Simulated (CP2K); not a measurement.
# PDG run of CHCl (SMILES [CH]Cl)

Aim: the energy of CHCl. 

The results are computed with CP2K 2026.2.

4 further runs of the same task are left out: 1 that didn't finish, 3 set aside as unsound or not needed.

## 1. The molecule

CHCl: 3 atoms, total charge 0, spin state triplet. SMILES: `[CH]Cl`. Geometry: relaxed at GFN2-xTB.

Bond lengths: C1–Cl2 1.629 Å, C1–H3 1.069 Å. Angles: Cl2–C1–H3 126.4°.

## 2. A single-point energy at PDG

Contents of mol.inp:

```
&GLOBAL
    PROJECT mol
    RUN_TYPE ENERGY
    PRINT_LEVEL MEDIUM
&END GLOBAL
&FORCE_EVAL
    METHOD QS
    &DFT
        CHARGE 0
        MULTIPLICITY 3
        UKS T
        &QS
            METHOD PDG
            EPS_DEFAULT 1.0E-10
            &SE
                &COULOMB
                    CUTOFF [angstrom] 50
                    RC_RANGE [angstrom] 0
                &END COULOMB
                &EXCHANGE
                    CUTOFF [angstrom] 50
                    RC_RANGE [angstrom] 0
                &END EXCHANGE
            &END SE
        &END QS
        &POISSON
            PERIODIC NONE
            POISSON_SOLVER ANALYTIC
        &END POISSON
        &SCF
            SCF_GUESS ATOMIC
            EPS_SCF 1.0E-07
            MAX_SCF 50
            &OT ON
                MINIMIZER DIIS
                PRECONDITIONER FULL_ALL
            &END OT
            &OUTER_SCF
                EPS_SCF 1.0E-07
                MAX_SCF 5
            &END OUTER_SCF
        &END SCF
        &PRINT
            &MOMENTS
                PERIODIC F
                REFERENCE COM
                MAX_MOMENT 1
            &END MOMENTS
            &MO_CUBES
                NLUMO 3
                NHOMO -1
                WRITE_CUBE F
            &END MO_CUBES
            &HIRSHFELD OFF
            &END HIRSHFELD
        &END PRINT
    &END DFT
    &SUBSYS
        &CELL
            ABC [angstrom] 18.1 16.7 17.1
            PERIODIC NONE
        &END CELL
        &COORD
            C     -0.219390    -0.345910    -0.155120
            Cl     1.166020    -0.020350     0.636770
            H     -0.946630     0.366260    -0.481650
        &END COORD
        &TOPOLOGY
            &CENTER_COORDINATES
            &END CENTER_COORDINATES
        &END TOPOLOGY
    &END SUBSYS
&END FORCE_EVAL
```

The run is started by

```sh
$ OMP_NUM_THREADS=1 cp2k.psmp mol.inp > mol.out
```

What values should one expect? Wanted: total energy; dipole moment; heat of formation.

Computed results:

Level: PDG.

```
                                               quantity          value
                                           total energy   -16.19405 Eh
dipole moment (of the density that the program reports)         1.04 D
                                      heat of formation  58.3 kcal/mol
```
